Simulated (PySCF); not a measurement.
**Basis set benchmark on one molecule**

Molecule: SMILES FP(F)P(F)F, F4P2.

Atoms are numbered as in `[F:1][P:2]([F:3])[P:4]([F:5])[F:6]`.

Geometry PBE0-D3(BJ)/def2-SVP throughout; GIAO in PySCF, gas phase, one conformer, non-relativistic; equivalent atoms averaged; functional PBE0.

Reference values (measured; solution; George Maxwell Hunter, The Preparation and Properties of Some Difluorophosphites, PhD thesis, University of Edinburgh, 1981): δ(P2/P4) = 227.0 ppm vs 85 % H3PO4. Computed shifts are taken against H3PO4, calculated as an isolated molecule at each level.

Task: How do the basis sets pcSseg-0, cc-pVDZ, aug-cc-pVDZ, cc-pVTZ, IGLO-III perform against the reference? Times are CPU seconds on 1 thread of an Arm Neoverse V1, shared host.

Result: 
```csv
basis set,functions,P2/P4,abs. error P,core-s
pcSseg-0,62,247.6,20.6,2.9
cc-pVDZ,92,250.4,23.4,5
aug-cc-pVDZ,146,220.4,6.6,9.1
cc-pVTZ,188,219.8,7.2,13
IGLO-III,228,240.9,13.9,16
```

For ³¹P the closest is aug-cc-pVDZ (6.6 ppm) and the furthest cc-pVDZ (23.4 ppm). Where a smaller basis beats a larger one, errors probably cancel. One molecule is a small sample, and vibrational and solvent effects are absent from the calculation.

A small basis that lands close on one nucleus may do so by chance; judge by the trend and by all nuclei.
